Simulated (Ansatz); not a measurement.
We consider bcc Ta, described by Hartree–Fock in Ansatz (plane waves, PAW).

Settings: plane-wave cutoff 460 eV, 14×14×14 k mesh, Fermi–Dirac smearing 0.05 eV, scalar-relativistic PAW data made under PBE.

Computed at the level's own relaxed cell.

### Question
Estimate the volume per atom, bulk modulus, lattice parameter a and pressure derivative B′ of the bulk modulus that the calculation returns.

### Answer

- volume per atom = 19.56 Å³/atom
- bulk modulus = 227 GPa
- lattice parameter a = 3.395 Å
- pressure derivative B′ of the bulk modulus = 4.0

Measured, for comparison: equilibrium volume per atom 17.95 Å³/atom, lattice constant a 3.299 Å (static lattice: zero-point anharmonic expansion removed; as tabulated in Mejia-Rodriguez and Trickey (2018), arXiv:1807.09216); bulk modulus 198 GPa (corrected for temperature and zero-point phonon effects, our sources range from 194 to 203; as tabulated in Levämäki et al. (2014), arXiv:1402.3671). Computed (rounded) less measured: equilibrium volume per atom +9.0 %, bulk modulus +15 % (+12 % to +17 % over the range), lattice constant a +2.9 %.

Spin–orbit coupling is not included.

The result took around 50 core-minutes (rough).

Ansatz is a first-principles code.
